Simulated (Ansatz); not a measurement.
# AlHOF (SMILES [O][AlH][F]) at 6 levels

Aim: a comparison of 6 runs (UHF/STO-3G, UHSE06/STO-3G, UPBE/STO-3G, UPBE0/STO-3G, USVWN5/STO-3G, UMP2/STO-3G) of AlHOF. 

The calculation is run with Ansatz 0.2.0.

70 further runs of the same task are left out: 5 that didn't finish, 65 set aside as unsound or not needed.

**1. The system as given**

The species is AlHOF (4 atoms), meant as a doublet with charge 0. SMILES: `[O][AlH][F]`. The H4–Al2 distance was set to 3.128 Å, away from the relaxed value. At this shape a bond of the SMILES string is far longer than usual.

Bond lengths: O1–Al2 1.731 Å, Al2–F3 1.641 Å. Angles: O1–Al2–F3 117.5°.

**2. The energy at UHF/STO-3G (run 1)**

molecule.yaml

```yaml
crystal:
  periodic: [false, false, false]
  atoms:
    - symbol: O
      position_ang: [-1.362169, -2.021076, 1.352799]
    - symbol: Al
      position_ang: [-1.195669, -0.933376, 0.016399]
    - symbol: F
      position_ang: [-2.360369, -0.969776, -1.138801]
    - symbol: H
      position_ang: [1.272100, 0.985600, -0.090400]
basis:
  gaussian: {orbitals: STO-3G}
magnetization: {spin_polarized: true, initial_magnetization: 1}
accuracy: high
hamiltonian: {xc: hf}
```

On the command line:

```console
$ ansatz run molecule.yaml --threads 1 --pin off --max-ram 2610MiB --events-out events.jsonl --progress --plain --runs-dir runs
```

What it wrote:

```text
Warning: RAYON_NUM_THREADS=1 ignored (pool sized by the plan → 1); use --threads N
Functional definition: HF
  name "HF"
  exchange = exact_x
  correlation = 0
351 factors; integrals over basis functions are off by at most 2.8e-8 eV
mean field evaluation 1: about -11181.4969 eV, gradient 2.9e1 eV
mean field evaluation 2: about -11181.5179 eV, gradient 2.9e1 eV
mean field evaluation 4: about -11190.7999 eV, gradient 5.2e0 eV
mean field evaluation 8: about -11191.3242 eV, gradient 1.2e0 eV
mean field evaluation 16: about -11193.4573 eV, gradient 3.1e-5 eV
mean field evaluation 32: about -11193.3341 eV, gradient 5.2e-4 eV
mean field evaluation 64: about -11193.2737 eV, gradient 4.6e-1 eV
mean field evaluation 96: about -11193.1964 eV, gradient 2.4e0 eV
mean field evaluation 128: about -11193.3214 eV, gradient 9.5e-2 eV
mean field evaluation 160: about -11193.4438 eV, gradient 2.1e-1 eV
mean field evaluation 192: about -11187.9373 eV, gradient 4.2e0 eV
mean field evaluation 224: about -11187.4335 eV, gradient 3.4e0 eV
mean field evaluation 256: about -11190.7569 eV, gradient 5.2e0 eV
mean field -11193.45726236 eV, -411.3519671939 hartree, gradient 1.6e-8 eV, S^2 1.664716; 6 other end points of the search recorded, 0 dependent functions left out
reference -11193.45726236 eV, -411.3519671939 hartree; 16, 15 occupied and 4, 5 virtual orbitals, 351 factors
Total energy: -11193.45726236 eV, -411.3519671939 hartree
```

It took 0.44 s on 1 thread of Arm Neoverse V1, shared host.

**3. The energy at UHSE06/STO-3G (run 2)**

run.yaml

```yaml
crystal:
  periodic: [false, false, false]
  atoms:
    - symbol: O
      position_ang: [-1.362169, -2.021076, 1.352799]
    - symbol: Al
      position_ang: [-1.195669, -0.933376, 0.016399]
    - symbol: F
      position_ang: [-2.360369, -0.969776, -1.138801]
    - symbol: H
      position_ang: [1.272100, 0.985600, -0.090400]
basis:
  gaussian:
    orbitals: STO-3G
magnetization:
  spin_polarized: true
  initial_magnetization: 1
hamiltonian:
  xc: hse06
accuracy: high
```

On the command line:

```console
$ ansatz run run.yaml --threads 1 --pin off --max-ram 2610MiB --events-out events.jsonl --progress --plain --runs-dir runs
```

What it wrote:

```text
Warning: RAYON_NUM_THREADS=1 ignored (pool sized by the plan → 1); use --threads N
Functional definition: HSE06
  name "HSE06"
  parameter a = 0.25
  parameter omega = 0.11/bohr
  exchange = pbe_x - a*pbe_x_sr(omega) + a*exact_x_sr(omega)
  correlation = pbe_c
351 factors; integrals over basis functions are off by at most 2.8e-8 eV
56 factors; integrals over basis functions are off by at most 6.7e-10 eV
mean field evaluation 1: about -11205.0125 eV, gradient 3.3e1 eV
mean field evaluation 2: about -11051.3692 eV, gradient 1.1e2 eV
mean field evaluation 4: about -11216.3777 eV, gradient 6.4e0 eV
mean field evaluation 8: about -11216.8931 eV, gradient 3.5e0 eV
mean field evaluation 16: about -11217.0908 eV, gradient 2.0e-3 eV
mean field evaluation 32: about -11216.7033 eV, gradient 7.8e-3 eV
mean field evaluation 64: about -11216.7033 eV, gradient 3.8e-4 eV
mean field -11217.09077714 eV, -412.2204828428 hartree, gradient 6.0e-8 eV, S^2 1.373778; 8 other end points of the search recorded, 0 dependent functions left out
reference -11217.09077888 eV, -412.2204829065 hartree; 16, 15 occupied and 4, 5 virtual orbitals, 351 factors
Total energy: -11217.09077888 eV, -412.2204829065 hartree
```

Wall time 8.1 s (1 thread of Arm Neoverse V1, shared host); peak memory 0.13 GiB.

Runs 3 to 4 aren't shown in full; the table further down has their settings and results.

**4. The energy at USVWN5/STO-3G (run 5)**

molecule.yaml

```yaml
crystal:
  periodic: [false, false, false]
  atoms:
    - {symbol: O, position_ang: [-1.362169, -2.021076, 1.352799]}
    - {symbol: Al, position_ang: [-1.195669, -0.933376, 0.016399]}
    - {symbol: F, position_ang: [-2.360369, -0.969776, -1.138801]}
    - {symbol: H, position_ang: [1.272100, 0.985600, -0.090400]}
basis:
  gaussian:
    orbitals: STO-3G
hamiltonian:
  xc: {name: SVWN5}
accuracy: high
magnetization:
  spin_polarized: true
  initial_magnetization: 1
```

On the command line:

```console
$ ansatz run molecule.yaml --threads 1 --pin off --max-ram 2610MiB --events-out events.jsonl --progress --plain --runs-dir runs
```

What it wrote:

```text
Warning: RAYON_NUM_THREADS=1 ignored (pool sized by the plan → 1); use --threads N
Functional definition: SVWN5
  name "SVWN5"
  exchange = slater_x
  correlation = vwn5_c
351 factors; integrals over basis functions are off by at most 2.8e-8 eV
mean field evaluation 1: about -11149.8856 eV, gradient 3.5e1 eV
mean field evaluation 2: about -10962.6378 eV, gradient 1.2e2 eV
mean field evaluation 4: about -11146.5097 eV, gradient 4.9e1 eV
mean field evaluation 8: about -11154.2815 eV, gradient 3.6e1 eV
mean field evaluation 16: about -11162.2397 eV, gradient 1.3e-3 eV
mean field evaluation 32: about -11162.1526 eV, gradient 1.3e0 eV
mean field evaluation 64: about -11161.0017 eV, gradient 5.8e-1 eV
mean field -11162.23969372 eV, -410.2047427063 hartree, gradient 2.0e-8 eV, S^2 0.934147; 6 other end points of the search recorded, 0 dependent functions left out
reference -11162.23969527 eV, -410.2047427634 hartree; 16, 15 occupied and 4, 5 virtual orbitals, 351 factors
Total energy: -11162.23969527 eV, -410.2047427634 hartree
```

Wall time 1.8 s (1 thread of Arm Neoverse V1, shared host); peak memory 0.11 GiB.

**5. A single-point energy at UMP2/STO-3G (run 6)**

input.yaml

```yaml
crystal:
  periodic: [false, false, false]
  atoms:
    - symbol: O
      position_ang: [-1.362169, -2.021076, 1.352799]
    - symbol: Al
      position_ang: [-1.195669, -0.933376, 0.016399]
    - symbol: F
      position_ang: [-2.360369, -0.969776, -1.138801]
    - symbol: H
      position_ang: [1.272100, 0.985600, -0.090400]
basis:
  gaussian:
    orbitals: STO-3G
magnetization:
  spin_polarized: true
  initial_magnetization: 1
correlation:
  method: mp2
  frozen_orbitals: {Al: 5, F: 1, H: 0, O: 1}
accuracy: high
```

On the command line:

```console
$ ansatz run input.yaml --threads 1 --pin off --max-ram 2610MiB --events-out events.jsonl --progress --plain --runs-dir runs
```

What it wrote, cut to the lines that bear on the results:

```text
Warning: RAYON_NUM_THREADS=1 ignored (pool sized by the plan → 1); use --threads N
[... 2 set-up lines as earlier in the session ...]
[...]
351 factors; integrals over basis functions are off by at most 2.8e-8 eV
[...]
mean field -11193.45726236 eV, -411.3519671939 hartree, gradient 1.6e-8 eV, S^2 1.664716; 12 other end points of the search recorded, 0 dependent functions left out
7 core orbitals not correlated: weight in the atoms' cores, before any rotation towards them, 1.000 or more for the frozen orbitals, at most 0.000 for the correlated occupied ones
reference -11193.45726236 eV, -411.3519671939 hartree; 9, 8 occupied and 4, 5 virtual orbitals, 351 factors
second order -1.36063309 eV of doubles, -0.00000000 eV of singles
Total energy: -11194.81789545 eV, -411.4019695377 hartree
```

It took 0.54 s on 1 thread of Arm Neoverse V1, shared host.

**6. Overview of the runs**

```csv
run,level,frozen core orbitals,energy (Eh),⟨S²⟩,wall time
1,UHF/STO-3G,–,-411.351967,1.665,0.44 s
2,UHSE06/STO-3G,–,-412.220483,1.374,8.1 s
3,UPBE/STO-3G,–,-412.181011,1.059,5.1 s
4,UPBE0/STO-3G,–,-412.231919,1.381,6.6 s
5,USVWN5/STO-3G,–,-410.204743,0.934,1.8 s
6,UMP2/STO-3G,7,-411.401970,1.665,0.54 s
```

**7. What came out**

| quantity | value |
| --- | --- |
| run 6: total energy | -411.40197 Eh |
| run 6: correlation energy (7 core orbitals frozen) | -50.0 mEh |
| run 6: ⟨S²⟩ of the reference determinant | 1.665 |

**Reading.** Totals of different functionals can't be ranked against each other. In runs 1, 2, 3, 4, 5, 6 the basis is minimal, so the values are rough. Spin contamination of the reference: run 1 ⟨S²⟩ = 1.66, run 6 ⟨S²⟩ = 1.66, run 4 ⟨S²⟩ = 1.38, run 2 ⟨S²⟩ = 1.37, run 3 ⟨S²⟩ = 1.06, run 5 ⟨S²⟩ = 0.93. Where it is this large, the reference is a mixture of spin states, and values that rest on it are in doubt. All runs together took 23 s, the longest 8.1 s.
